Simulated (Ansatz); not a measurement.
The first iterations of a band of CH3NO2 (7 atoms, charge 0, multiplicity 1).

Computed with RKS revPBE-D4/def2-SVP (Ansatz).

```
movable images  : 7
climbing image  : yes
spring          : 5.0 eV/Å²
optimiser       : quadratic models (default)
start path      : through a guess of the saddle point
force threshold : 0.03 eV/Å
iteration limit : 60
end points      : relaxed
```

Image 0:

```xyz
7
Properties=species:S:1:pos:R:3
N -0.663 0.755 0.530
C 0.153 -0.111 0.047
O 1.132 -0.654 0.801
O 0.238 -0.647 -1.201
H -1.353 1.078 -0.160
H 1.025 -0.237 1.679
H -0.471 -0.253 -1.741
```

Image 8:

```xyz
7
Properties=species:S:1:pos:R:3
N -0.425 0.354 0.666
C 0.513 -0.397 -0.043
O 1.490 -0.921 0.450
O 0.220 -0.548 -1.377
H -0.911 1.119 0.193
H -0.131 0.578 1.618
H -0.694 -0.253 -1.552
```

| iteration | highest image above the first end (eV) | largest band force component (eV/Å) |
| --- | --- | --- |
| 1 | 2.238 | 6.302 |
| 2 | 1.364 | 2.863 |
| 3 | 1.080 | 1.341 |
| 4 | 1.092 | 1.012 |
| 5 | 1.075 | 1.131 |

Does the band converge within its limit, and where does its top end?

It converged. It ended after 16 iterations with the highest image 1.178 eV above the first end. A vibrational analysis at the climbing image gives one clearly imaginary mode, 1724i cm⁻¹: a first-order saddle point. The orbitals stay closed-shell, which can raise the energy where a bond breaks towards radicals; this wasn't checked here.

Run time: 3.1 min on 1 thread of Arm Neoverse V1, on a shared host, peak memory 0.13 GiB.
